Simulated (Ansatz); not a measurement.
Born–Oppenheimer molecular dynamics of BClH2O (5 atoms, charge 0, multiplicity 1). It goes on from the last frame of an earlier run, with new velocities.

All numbers below come from Ansatz, RKS PBE0-D4/def2-TZVP.

| Property | Result |
| --- | --- |
| ensemble | NVE (Milne-controlled integrator) |
| time step | 0.5 fs |
| steps asked | 150 |
| starting velocities drawn for | 300 K |
| seed | 291088 |

First frame:

```xyz
5
Properties=species:S:1:pos:R:3
B 0.001 -0.029 -0.018
O -0.056 -0.113 1.326
H -0.973 -0.135 1.568
H 1.043 0.086 -0.588
Cl -1.536 -0.029 -0.866
```

Q: What does the run give?

A: All steps were run.

- steps done: 150
- time covered: 75 fs
- mean temperature over the second half: 202 K
- spread of the potential energy over the second half: 5.2 meV per atom
- mean potential energy of the second half above the start: 7.5 meV per atom

The conserved energy stayed within 0.069 meV per atom of its start (net change -0.067 meV per atom), so the integration is sound. A run of 0.075 ps of so small a system gives no equilibrium averages.

Q: What happens to the structure?

A: The same pairs are bonded in the first frame and the last. Pairs count as bonded within 1.25 times the sum of covalent radii (0.12 Å more for H–H). The details hang on the random start.

Q: How do temperature and energy run in time?

A: 
| time (fs) | T (K) | potential energy less start (eV) | conserved less start (meV/atom) |
| --- | --- | --- | --- |
| 0.0 | 300 | 0.000 | 0.00 |
| 2.5 | 147 | 0.059 | -0.05 |
| 5.0 | 168 | 0.051 | -0.06 |
| 7.5 | 61 | 0.092 | -0.06 |
| 10.0 | 208 | 0.036 | -0.05 |
| 12.5 | 180 | 0.046 | -0.06 |
| 15.0 | 179 | 0.047 | -0.05 |
| 17.5 | 167 | 0.051 | -0.06 |
| 20.0 | 101 | 0.077 | -0.05 |
| 22.5 | 294 | 0.002 | -0.05 |
| 25.0 | 273 | 0.010 | -0.06 |
| 27.5 | 343 | -0.017 | -0.04 |
| 30.0 | 259 | 0.016 | -0.06 |
| 32.5 | 263 | 0.014 | -0.06 |
| 35.0 | 348 | -0.019 | -0.05 |
| 37.5 | 250 | 0.019 | -0.06 |
| 40.0 | 294 | 0.002 | -0.05 |
| 42.5 | 132 | 0.065 | -0.06 |
| 45.0 | 171 | 0.050 | -0.05 |
| 47.5 | 162 | 0.053 | -0.05 |
| 50.0 | 187 | 0.043 | -0.07 |
| 52.5 | 212 | 0.034 | -0.05 |
| 55.0 | 58 | 0.094 | -0.06 |
| 57.5 | 175 | 0.048 | -0.06 |
| 60.0 | 153 | 0.057 | -0.06 |
| 62.5 | 240 | 0.023 | -0.06 |
| 65.0 | 216 | 0.032 | -0.05 |
| 67.5 | 189 | 0.043 | -0.07 |
| 70.0 | 284 | 0.006 | -0.06 |
| 72.5 | 234 | 0.025 | -0.06 |
| 75.0 | 380 | -0.031 | -0.07 |

The run took 5.1 min on 2 threads of Arm Neoverse N1 (shared host), peak memory 0.2 GiB.
